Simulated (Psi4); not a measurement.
# H3PO (SMILES O=[PH3]): DSD-PBEP86/def2-TZVPP (density fitting for correlation)

Aim: the vertical ionisation energy of H3PO at DSD-PBEP86/def2-TZVPP (density fitting for correlation), from 2 runs. 

The results are computed with Psi4 1.11.

5 further runs of the same task are left out: 2 that didn't finish, 3 set aside as unsound or not needed.

## (1) The structure to begin with

The species is H3PO (5 atoms), meant as a singlet with charge 0. SMILES: `O=[PH3]`. The shape is that of a GFN2-xTB optimisation.

Bond lengths: O1–P2 1.453 Å, P2–H3 1.388 Å, P2–H4 1.387 Å, P2–H5 1.387 Å. Angles: O1–P2–H3 115.2°, O1–P2–H4 115.3°, O1–P2–H5 115.2°, H3–P2–H4 103.2°, H3–P2–H5 103.0°, H4–P2–H5 103.2°.

## (2) The energy at DSD-PBEP86/def2-TZVPP (density fitting for correlation)

run.py

```python
import psi4

psi4.set_memory('1600 MB')
psi4.set_num_threads(1)
psi4.core.set_output_file('output.dat', False)

molecule = psi4.geometry("""
0 1
O     -2.61152592    -0.62034039     1.00712954
P     -0.11056788    -0.02768449     0.04257553
H      1.52512237     1.06743070     1.77520872
H      1.25413564    -2.07552400    -0.85961752
H     -0.05716422     1.65611818    -1.96529627
units bohr
symmetry c1
no_reorient
no_com
""")

psi4.set_options({
    'basis': 'def2-TZVPP',
    'puream': True,
    'e_convergence': 1e-09,
    'd_convergence': 1e-08,
    'scf_type': 'pk',
    'dft_radial_points': 99,
    'dft_spherical_points': 590,
    'num_frozen_docc': 6,
})

e = psi4.energy('dsd-pbep86')
print('E =', round(e, 9))
for k, v in sorted(psi4.core.scalar_variables().items()):
    print(f'{k:45s} {v:18.10f}')
```

The run is started by

```bash
$ python run.py
```

output.dat:

```text
[...]
  Running in c1 symmetry.
[...]
  Nuclear repulsion =   66.903001442541282
[...]
  Multiplicity = 1
[...]
  Nalpha       = 13
  Nbeta        = 13
[...]
    Number of basis functions: 115
[...]
   @RKS iter   1:  -417.65132825621509   -1.03286e-01   5.40691e-03 DIIS/ADIIS
[...]
   @RKS iter  10:  -417.80707526019148   -1.52909e-11   4.41250e-09 DIIS
[...]
    Orbital Energies [Eh]
    ---------------------
    Doubly Occupied:
       1A    -79.002745     2A    -20.005361     3A     -7.227250
       4A     -5.212482     5A     -5.212476     6A     -5.211414
       7A     -1.200068     8A     -0.794878     9A     -0.564252
      10A     -0.563877    11A     -0.506803    12A     -0.398233
      13A     -0.398132
[...]
  @RKS Final Energy:  -417.80707526019148
   => Energetics <=
    Nuclear Repulsion Energy =             66.9030014425412816
    One-Electron Energy =                -710.1503815425684252
    Two-Electron Energy =                 234.8293624377456865
    DFT Exchange-Correlation Energy =      -9.3890575979099840
    Empirical Dispersion Energy =           0.0000000000000000
    VV10 Nonlocal Energy =                  0.0000000000000000
    Total Energy =                       -417.8070752601914819
[...]
 Multipole Moments:
 ------------------------------------------------------------------------------------
     Multipole            Electronic (a.u.)      Nuclear  (a.u.)        Total (a.u.)
 ------------------------------------------------------------------------------------
 L = 1.  Multiply by 2.5417464519 to convert [e a0] to [Debye]
 Dipole X            :         21.2560817          -19.8286318            1.4274499
 Dipole Y            :          5.0671299           -4.7299656            0.3371644
 Dipole Z            :         -8.1966466            7.6459642           -0.5506824
 Magnitude           :                                                    1.5666985
[...]
```

On the terminal:

```text
E = -418.021089185
CURRENT ENERGY                                   -418.0210891852
CURRENT REFERENCE ENERGY                         -417.8070752602
DD SOLVATION ENERGY                                 0.0000000000
DFT FUNCTIONAL TOTAL ENERGY                      -417.8070752602
DFT TOTAL ENERGY                                 -418.0210891852
DFT VV10 ENERGY                                     0.0000000000
DFT XC ENERGY                                      -9.3890575979
DOUBLE-HYBRID CORRECTION ENERGY                    -0.2140139250
DSD-PBEP86 DOUBLE-HYBRID CORRECTION ENERGY         -0.2140139250
DSD-PBEP86 TOTAL ENERGY                          -418.0210891852
GRID ELECTRONS ALPHA                               12.9999999920
GRID ELECTRONS BETA                                12.9999999920
GRID ELECTRONS TOTAL                               25.9999999841
NUCLEAR REPULSION ENERGY                           66.9030014425
ONE-ELECTRON ENERGY                              -710.1503815426
PCM POLARIZATION ENERGY                             0.0000000000
PE ENERGY                                           0.0000000000
SCF ITERATION ENERGY                             -417.8070752602
SCF ITERATIONS                                     10.0000000000
SCF TOTAL ENERGY                                 -417.8070752602
TWO-ELECTRON ENERGY                               234.8293624377
XC GRID RADIAL POINTS                              99.0000000000
XC GRID SPHERICAL POINTS                          590.0000000000
XC GRID TOTAL POINTS                           279815.0000000000
```

Wall time 11 s (1 thread of Intel Xeon 6975P-C (Granite Rapids), shared host); peak memory 0.67 GiB.

## (3) The doublet cation at the same level

job.dat

```
memory 1600 MB

molecule molecule1 {
  1 2
  O     -1.381960    -0.328270     0.532950
  P     -0.058510    -0.014650     0.022530
  H      0.807060     0.564860     0.939400
  H      0.663660    -1.098320    -0.454890
  H     -0.030250     0.876380    -1.039990
  units angstrom
  symmetry c1
}

set basis def2-TZVPP
set reference uks
set puream true
set e_convergence 1e-09
set d_convergence 1e-08
set scf_type pk
set dft_radial_points 99
set dft_spherical_points 590
set num_frozen_docc 6
set maxiter 200

energy('dsd-pbep86')
```

The run is started by

```bash
$ psi4 -i job.dat -o job.out -n 1
```

job.out:

```text
[...]
  Running in c1 symmetry.
[...]
  Nuclear repulsion =   66.903001425581039
[...]
  Multiplicity = 2
[...]
  Nalpha       = 13
  Nbeta        = 12
[...]
    Number of basis functions: 115
[...]
   @UKS iter   1:  -417.26964603200457    2.78396e-01   4.14740e-03 DIIS/ADIIS
[...]
   @UKS iter  44:  -417.43231543541117   -8.35598e-11   3.20296e-09 DIIS
[...]
   @S^2 Observed:                7.590892770E-01
[...]
    Orbital Energies [Eh]
    ---------------------
    Alpha Occupied:
       1A    -79.289713     2A    -20.444863     3A     -7.520855
       4A     -5.506733     5A     -5.504393     6A     -5.503783
       7A     -1.640030     8A     -1.089146     9A     -0.943570
      10A     -0.892047    11A     -0.881478    12A     -0.780908
      13A     -0.746095
    Alpha Virtual:
      14A     -0.170705    15A     -0.115995    16A     -0.115437
      17A     -0.107564    18A      0.016042    19A      0.021200
      20A      0.104581    21A      0.105633    22A      0.116557
      23A      0.155807    24A      0.166094    25A      0.174187
[...]
  @UKS Final Energy:  -417.43231543541117
   => Energetics <=
    Nuclear Repulsion Energy =             66.9030014255810386
    One-Electron Energy =                -701.7196153489305743
    Two-Electron Energy =                 226.6757068864006897
    DFT Exchange-Correlation Energy =      -9.2914083984623215
    Empirical Dispersion Energy =           0.0000000000000000
    VV10 Nonlocal Energy =                  0.0000000000000000
    Total Energy =                       -417.4323154354111693
[...]
 Multipole Moments:
 ------------------------------------------------------------------------------------
     Multipole            Electronic (a.u.)      Nuclear  (a.u.)        Total (a.u.)
 ------------------------------------------------------------------------------------
 L = 1.  Multiply by 2.5417464519 to convert [e a0] to [Debye]
 Dipole X            :         -1.1520766            2.2501042            1.0980276
 Dipole Y            :         -0.2018455            0.5367392            0.3348937
 Dipole Z            :          0.4585163           -0.8676454           -0.4091291
 Magnitude           :                                                    1.2186899
[...]
```

Run time: 53 s. Hardware: 1 thread of Intel Xeon 6975P-C (Granite Rapids), shared host; peak memory 0.67 GiB.

## (4) What came out

At DSD-PBEP86/def2-TZVPP (density fitting for correlation), 6 core orbitals frozen:

| quantity | value |
| --- | --- |
| singlet H3PO: total energy | -418.02109 Eh |
| singlet H3PO: HOMO energy (SCF part's orbitals) | -10.83 eV |
| singlet H3PO: LUMO energy (SCF part's orbitals) | 2.23 eV |
| singlet H3PO: HOMO–LUMO gap (SCF part's orbitals) | 13.07 eV |
| doublet cation: total energy | -417.60910 Eh |
| doublet cation: HOMO energy (SCF part's orbitals) (highest over α and β) | -19.77 eV |
| doublet cation: LUMO energy (SCF part's orbitals) (lowest over α and β) | -9.80 eV |
| doublet cation: ⟨S²⟩ | 0.759 |
| vertical ionisation energy (to the doublet cation) | 11.211 eV |

The vertical ionisation energy comes to 11.21 eV (1082 kJ/mol). The negative HOMO energy of the first species, 10.83 eV, lies 0.38 eV below that difference.
